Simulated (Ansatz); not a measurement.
The input, for Ansatz 0.2.0:

```yaml
crystal:
  periodic: [false, false, false]
  atoms:
    - {symbol: B, position_ang: [0.000000, 0.000000, 0.000000]}
    - {symbol: Cl, position_ang: [0.000000, 0.000000, 1.696600]}
basis:
  gaussian: {orbitals: 6-31G}
magnetization: {spin_polarized: false, initial_magnetization: 4}
correlation: {method: ccsdtq, electrons: outside_noble_gas}
```

```sh
$ ansatz run in.yaml --threads 1 --pin off --events-out ev --progress --plain --max-ram 2393MiB
```

The program prints:

```
443 factors; integrals over basis functions are off by at most 3.8e-8 eV
mean field evaluation 1: about -13162.3381 eV, gradient 1.9e1 eV
mean field evaluation 2: about -13162.4770 eV, gradient 1.9e1 eV
mean field evaluation 4: about -13165.4669 eV, gradient 1.3e0 eV
mean field evaluation 8: about -13165.5003 eV, gradient 2.0e-4 eV
mean field evaluation 16: about -13162.3377 eV, gradient 1.9e1 eV
mean field evaluation 32: about -13165.5004 eV, gradient 6.5e-6 eV
mean field evaluation 64: about -13165.5002 eV, gradient 1.8e-1 eV
mean field -13165.50038518 eV, -483.8232152585 hartree, gradient 3.9e-6 eV, S^2 6.000000; 3 other end points of the search recorded, 0 dependent functions left out
mean field evaluation 96: about -13165.5276 eV, gradient 2.0e-1 eV
determinant -13165.50038518 eV, -483.8232152585 hartree, with singles and doubles -13166.84458209 eV, -483.8726135840 hartree
determinant -13163.06912822 eV, -483.7338682132 hartree, with singles and doubles -13164.38998529 eV, -483.7824088153 hartree
6 core orbitals not correlated: weight in the atoms' cores, before any rotation towards them, 1.000 or more for the frozen orbitals, at most 0.000 for the correlated occupied ones
reference -13165.50038518 eV, -483.8232152585 hartree; 7, 3 occupied and 9, 13 virtual orbitals, 443 factors
second order -1.05141813 eV of doubles, -0.01921600 eV of singles
cycle   1  -1.26061907 eV  change   -1.9e-1 eV  update   3.6e-2
cycle   2  -1.35291750 eV  change   -9.2e-2 eV  update   1.4e-2
cycle   3  -1.36304812 eV  change   -1.0e-2 eV  update   5.1e-3
cycle   4  -1.36590691 eV  change   -2.9e-3 eV  update   2.6e-3
cycle   5  -1.36614084 eV  change   -2.3e-4 eV  update   1.1e-3
cycle   6  -1.36617136 eV  change   -3.1e-5 eV  update   5.1e-4
cycle   7  -1.36623902 eV  change   -6.8e-5 eV  update   2.1e-4
cycle   8  -1.36626778 eV  change   -2.9e-5 eV  update   8.0e-5
cycle   9  -1.36625609 eV  change    1.2e-5 eV  update   3.0e-5
cycle  10  -1.36624965 eV  change    6.4e-6 eV  update   1.1e-5
cycle  11  -1.36625223 eV  change   -2.6e-6 eV  update   4.7e-6
cycle  12  -1.36625150 eV  change    7.2e-7 eV  update   2.3e-6
cycle  13  -1.36625158 eV  change   -8.3e-8 eV  update   6.8e-7
Total energy: -13166.86663676 eV, -483.8734240782 hartree
```

For the same geometry and basis full CI lies 0.2 meV higher.

Ran on 1 thread of Arm Neoverse V2, shared host: 22 s wall, 0.35 GiB peak host memory.
